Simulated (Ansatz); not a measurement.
```yaml
crystal:
  periodic: [false, false, false]
  atoms:
    - {symbol: N, position_ang: [-1.028583, 0.703291, -0.010452]}
    - {symbol: Mg, position_ang: [0.597275, -0.542227, 0.003762]}
    - {symbol: H, position_ang: [-1.349514, 1.664536, -0.000927]}
    - {symbol: H, position_ang: [1.240674, 1.637283, 0.055453]}
basis:
  gaussian: {orbitals: def2-TZVP}
magnetization: {spin_polarized: true, initial_magnetization: 3}
hamiltonian: {xc: pbe0}
relax: {f_tol: 0.004, max_steps: 80}
```

```sh
$ ansatz run in.yaml --threads 1 --pin off --events-out ev --progress --plain --max-ram 2176MiB
```

Steps of the relaxation (energy above the last step; positions in Å, forces in eV/Å):

```
4
step 1, 268.1 meV
N    -1.029    0.703   -0.010    0.159   -0.557   -0.006
Mg    0.597   -0.542    0.004    0.082    0.810    0.016
H    -1.350    1.665   -0.001    0.136    0.412    0.010
H     1.241    1.637    0.055   -0.377   -0.665   -0.020
```

```
4
step 2, 54.0 meV
N    -1.018    0.719   -0.010   -0.226   -0.150   -0.008
Mg    0.673   -0.418    0.008    0.300    0.185    0.010
H    -1.331    1.688    0.000    0.132    0.246    0.007
H     1.136    1.473    0.050   -0.207   -0.281   -0.009
```

```
4
step 3, 37.8 meV
N    -0.997    0.725   -0.009   -0.456    0.122   -0.008
Mg    0.737   -0.372    0.010    0.156   -0.552   -0.006
H    -1.239    1.723    0.003    0.142   -0.087    0.002
H     0.959    1.386    0.045    0.158    0.518    0.012
```

```
4
step 8, 0.0 meV
N    -1.063    0.700   -0.011   -0.001   -0.002    0.000
Mg    0.732   -0.396    0.009    0.001    0.000    0.000
H    -1.192    1.718    0.003    0.001    0.003    0.000
H     0.983    1.441    0.046    0.000    0.000    0.000
```

Close pairs at the end: N1–H3 1.026 Å, Mg2–H4 1.854 Å, N1–Mg2 2.103 Å.

A stationary point of unrestricted PBE0 after 8 steps, with ⟨S²⟩ = 3.763 against 3.75 for a pure state; no frequencies were run, so it isn't proven a minimum. 20 s on 1 thread of Arm Neoverse V1, shared host.
